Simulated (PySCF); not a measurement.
Species: FH₂P.
Structure used (PBE0-D3(BJ)/def2-SVP), in Å, numbered top down from 1:
```
atom  x, y, z in Å
F1     0.7380   -1.2124   -0.0418
P2     0.2829    0.2804    0.4119
H3    -1.1308    0.0442    0.4921
H4     0.1462    0.8556   -0.8962
```

Theory: PySCF 2.14.0, density-fitted response routines, TDDFT PBE0/def2-SVPD, vertical, gas phase, core orbitals frozen in the response.

Frontier orbitals with the atoms that hold most of them (Löwdin shares over 4%, at most four atoms; ? is withheld):

```json
{"orbital": "LUMO+2", "ε (eV)": "0.85", "atoms": "P2 54%, H4 20%, H3 20%, F1 6%"}
{"orbital": "LUMO+1", "ε (eV)": "0.67", "atoms": "P2 64%, H3 15%, H4 15%, F1 6%"}
{"orbital": "LUMO", "ε (eV)": "?", "atoms": "?"}
{"orbital": "HOMO", "ε (eV)": "-7.92", "atoms": "?"}
{"orbital": "HOMO-1", "ε (eV)": "-10.34", "atoms": "P2 34%, F1 28%, H3 19%, H4 19%"}
{"orbital": "HOMO-2", "ε (eV)": "-12.72", "atoms": "F1 83%, P2 14%"}
{"orbital": "HOMO-3", "ε (eV)": "-13.28", "atoms": "F1 71%, P2 19%, H3 5%, H4 5%"}
```

Question: Which atoms hold the LUMO, and with what shares?

Answer: P2 (bonded to F and 2 H) 56%; F1 (bonded to P) 18%; H4 (bonded to P) 13%; H3 (bonded to P) 13%. By element: phosphorus 56%, hydrogen 26%, fluorine 18%.

Question: Give the leading atoms of the HOMO.

Answer: P2 (bonded to F and 2 H) 62%; F1 (bonded to P) 17%; H4 (bonded to P) 10%; H3 (bonded to P) 10%. By element: phosphorus 62%, hydrogen 20%, fluorine 17%.

Question: What is the LUMO energy, and the HOMO–LUMO gap?

Answer: ε(LUMO) = -0.79 eV; the gap is 7.13 eV (0.2619 hartree).

Question: How does S1 compare with the orbital gap of 7.13 eV?

Answer: S1 is at 5.58 eV (f = 0.026), 1.54 eV below the gap, made of HOMO→LUMO (98%). 

Next come S2 at 7.36 eV (f 0.125), HOMO→LUMO+2 (99%); S3 at 7.53 eV (f 0.071), HOMO→LUMO+1 (59%), HOMO-1→LUMO (39%); S4 at 7.84 eV (f 0.080), HOMO-1→LUMO (60%), HOMO→LUMO+1 (36%); S5 at 9.52 eV (f 0.018), HOMO→LUMO+3 (73%), HOMO-1→LUMO+1 (19%).

Löwdin shares depend on the basis, the more so with diffuse functions.
